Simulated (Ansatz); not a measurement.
The cluster BN₂⁻, relaxed as a singlet with RKS PBE0-D4/def2-TZVPD in Ansatz, starting from the GFN1-xTB geometry. Force threshold 0.02 eV/Å.

The highest occupied level of the charge -1 singlet lies above zero (up to 0.15 eV). By energy differences its removal costs 1.87 eV (vertical, to the charge 0 doublet, at PBE0-D4/def2-TZVPD); a positive level beside a positive removal energy at the same level points to self-interaction error. The structure comes from a short search, and lower isomers may exist.

Start:

```xyz
3

B     0.642    0.170   -0.646
N     0.085    0.092    0.772
N    -0.726   -0.262   -0.126
```

```csv
step,energy (eV),largest force component (eV/Å),SCF passes
1,-3650.5259,1.173,16
2,-3650.5412,0.718,22
3,-3650.5496,0.094,22
4,-3650.5497,0.026,23
5,-3650.5497,0.003,23
```

Force components are those of the run's own axes.

End:

```xyz
3

B     0.6233    0.1654   -0.6276
N     0.0944    0.0949    0.7639
N    -0.7177   -0.2603   -0.1363
```

By distances, no bond broke or formed. The bond that changes most is B1–N2, from 1.53 to 1.49 Å (atoms count from 1).

No frequencies were taken in this run, so the end may be a saddle point.

Run time 1.6 s (4 threads of Arm Neoverse V2 on a shared host).
